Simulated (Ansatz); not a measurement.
Calculated with Ansatz (gas phase, PBE0-D4/def2-TZVP geometries, no zero-point term in ΔE). CBS: MP2 limit from def2 TZ/QZ plus the TZ coupled-cluster correction, frozen cores. This one scheme is used for every species. DFT in def2-TZVPP. B3LYP here is the variant with VWN-RPA as its local correlation; programs differ in this. One conformer a species, not always the lowest.

Consider the substitution at a C–C bond: `C=CCCS` + `C=CS` → `C=CCSC=C` + CH₃SH.

```tsv
level	ΔE (eV)
r2SCAN-D4	-0.05
B3LYP	-0.07
HF/def2-TZVPP	-0.04
MP2/def2-TZVPP	-0.03
MP2/def2-QZVPP	-0.04
HF/CBS(def2)	-0.04
MP2/CBS(def2)	-0.05
CCSD/CBS(def2)	0.00
```

**Question.** What does CCSD(T)/CBS give? (Best estimate.)

**Answer.** Ansatz gave: -0.02 eV. The listed levels differ from it by -0.03, -0.05, -0.02, -0.01, -0.02, -0.02, -0.03, 0.02 eV.

Largest T1 diagnostic among the species: 0.012.
